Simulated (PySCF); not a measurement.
N2.
SMILES: `N#N`

The calculation used PBE0-D3(BJ)/def2-TZVP geometry optimisation, gas phase in PySCF.

Masses are those of the commonest isotopes; rigid-rotor values at the optimised geometry. 

Problem. What are the moment of inertia and the rotational constant?

Solution. I = 8.311 u·Å², B = 505379 MHz·u·Å²/I = 60812 MHz (2.0285 cm⁻¹, or 2.919 K as hB/k). For two atoms I = μr² with μ = 7.0015 u and r = 1.0895 Å.

Problem. List the first levels of a rigid rotor in a Σ state.

Solution. E(J) = BJ(J+1): J = 1: 4.057, J = 2: 12.171, J = 3: 24.342, J = 4: 40.569, J = 5: 60.854, J = 6: 85.195 cm⁻¹.

Problem. Has it a pure rotational spectrum?

Solution. Not by electric dipole: D∞h allows no dipole (computed 0.00 D). Rotational Raman lines (ΔJ = 2) lie at B(4J + 6), spaced by 4B = 8.114 cm⁻¹, with nuclear-spin weights that differ between even and odd J.

No frequency check. These are rigid-rotor constants of the computed structure; measured ground-state constants (B0) also hold zero-point vibration.
